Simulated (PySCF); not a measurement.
Molecule: SMILES C[C+](C)C1CC1, [C6H11]+.

Bonds (- single, = double, # triple, : aromatic): C1-C2, C2-C3, C2-C4, C4-C5, C5-C6, C6-C4. C1 carries H7, H8, H9; C3 carries H10, H11, H12; C4 carries H13; C5 carries H14, H15; C6 carries H16, H17. Formal charges: C2 +1.

Total charge +1. H15, H17 are cis to C2 on the ring; H14, H16 are trans to C2 on the ring.

Frames of a GFN2-xTB Langevin trajectory at 200 K; GIAO PBE0/pcSseg-1 shieldings in PySCF, gas phase, non-relativistic; equivalent atoms averaged within each frame.

Shifts are taken against calculated references (same method and geometry level): TMS for $^{13}$C (σref 186.93), $^{1}$H (σref 31.72). The references are static minima.

How do the shifts (ppm) fluctuate along the trajectory?

Results:


```
         time (fs)     C2  C5/C6    C4  C1/C3  H15/H17  H7/H8/H9/H10/H11/H12  H14/H16   H13
optimised geometry  308.8   53.9  59.5   40.6     3.34                  3.43     3.79  3.80
               250  299.9   63.5  61.4   39.3     4.21                  3.44     3.33  2.48
               425  294.3   57.6  54.1   38.9     3.19                  3.32     3.98  3.34
               625  322.4   46.1  60.6   45.7     2.85                  4.07     3.28  3.53
               800  313.3   54.7  55.0   41.6     3.45                  3.50     3.63  2.98
              1000  297.9   66.3  65.2   37.9     4.44                  2.98     4.59  4.11
    mean of frames  305.6   57.6  59.3   40.7     3.63                  3.46     3.76  3.29
standard deviation   11.8    7.9   4.6    3.1     0.68                  0.40     0.54  0.61
```

5 frames give an uncertainty of the mean of about the standard deviation over 2.2 at best, since frames this close in time may not be independent; classical motion lacks zero-point vibration, and the reference would need the same averaging.
